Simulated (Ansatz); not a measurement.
# CH2B (sextet): wave-function methods side by side, def2-QZVPP

An exercise on one series of results from a longer session: the logs are not shown, and one member is left open.

Computed with Ansatz 0.2.0, Gaussian basis. Level: def2-QZVPP, core rule «outside noble gas», up to 2 orbitals frozen.

The runs, in order: UHF; ROHF; CCSD(T) on UHF.

## The geometry

The geometry is a PBE0/def2-TZVP stationary point (not a proven minimum) of the parent state, kept for this charge and spin.

4 atoms, charge 0, spin multiplicity 6.

Atoms are counted from 1 here; the program's logs count them from 0.

Bond lengths: B1–C2 1.505 Å, C2–H3 1.092 Å, C2–H4 1.092 Å. Angles: B1–C2–H3 123.3°, B1–C2–H4 123.3°, H3–C2–H4 113.4°.

Geometry (Å):

```xyz
4

B     0.00000    0.00000    0.89883
C     0.00000    0.00000   -0.60657
H     0.00000   -0.91270   -1.20638
H     0.00000    0.91270   -1.20638
```

The first run:

in.yaml reads:

```yaml
crystal:
  periodic: [false, false, false]
  atoms:
    - {symbol: B, position_ang: [0.000000, 0.000000, 0.898833]}
    - {symbol: C, position_ang: [0.000000, 0.000000, -0.606573]}
    - {symbol: H, position_ang: [0.000000, -0.912704, -1.206376]}
    - {symbol: H, position_ang: [0.000000, 0.912704, -1.206376]}
basis:
  gaussian: {orbitals: "def2-QZVPP.json"}
magnetization: {spin_polarized: true, initial_magnetization: 5}
hamiltonian: {xc: hf}
output: {orbitals: {seedname: orbitals}}
```

On the command line:

```console
$ ansatz run in.yaml --threads 1 --pin off --events-out ev --progress --plain --max-ram 2393MiB
```

Among the steps run: UHF; ROHF; CCSD(T) on UHF.

One table of the session follows, with a row left open; its other results are not shown here.

| method | from UCCSD(T) (meV) |
| --- | --- |
| ROHF | +5273.1 |
| UHF | +5155.9 |
| UMP2 | ? |
| UCCSD | +157.0 |
| UCCSD(T) | 0 |

Q: Estimate the row for UMP2 from the others.

**Answer.** from UCCSD(T) (meV): +817.1. In the column «from UCCSD(T) (meV)» it lies between UCCSD (+157.0) and UHF (+5155.9).
